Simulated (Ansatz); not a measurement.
# Heat of formation of ClF (chlorine monofluoride) from total energies

ClF: 2 atoms, total charge 0, spin state singlet. SMILES: `FCl`. Geometry: relaxed at PBE0-D4/def2-TZVP.

```csv
atom,x (Å),y (Å),z (Å)
F,0.0000,0.0000,0.0313
Cl,0.0000,0.0000,1.6510
```

Total energies at B3LYP/6-31G* (spherical functions) (Ansatz 0.2.0); the atoms run unrestricted:

```tsv
species	state	energy (Eh)
ClF	singlet	-559.937179
F	doublet	-99.714578
Cl	doublet	-460.132788
```

Harmonic wavenumbers at PBE0-D4/def2-TZVP, in cm⁻¹: 824.

Measured heats of formation of the gaseous atoms at 298.15 K, in kJ/mol: F 79.4, Cl 121.3. Spin-orbit lowering of the atoms at 298 K (mean of the ground term's levels less their thermal mean, from spectra), in kJ/mol: F 1.29, Cl 3.44. Take 1 Eh = 2625.50 kJ/mol, 1 cm⁻¹ = 0.0119627 kJ/mol, RT = 2.479 kJ/mol.

Task: What heat of formation follows?

Result: 
1. Electronic atomisation energy: (-99.714578) + (-460.132788) − (-559.937179) = 0.089813 Eh = 235.8 kJ/mol.
2. Zero-point energy: half the sum of the wavenumbers, 412 cm⁻¹ = 4.9 kJ/mol.
3. Thermal vibrational enthalpy, Σ hcν̃/(exp(hcν̃/kT) − 1): 0.2 kJ/mol. Translation, rotation and pV of a linear molecule: 3.5 RT = 8.7 kJ/mol.
4. The 2 free atoms carry 5/2 RT each: 12.4 kJ/mol.
5. Spin-orbit coupling lowers the free atoms by 1.29 + 3.44 = 4.7 kJ/mol.
6. Atomisation enthalpy at 298 K: 235.8 − 4.7 − 4.9 − 0.2 − 8.7 + 12.4 = 229.7 kJ/mol.
7. Sum of the atoms' heats of formation: 200.7 kJ/mol. Heat of formation: 200.7 − 229.7 = -29.0 kJ/mol.

The tabulated value is -55.7 kJ/mol (Active Thermochemical Tables), so this level is off by +26.7 kJ/mol, or 10.4 % of the atomisation enthalpy. Anharmonicity and any spin-orbit splitting of the molecule are left out.
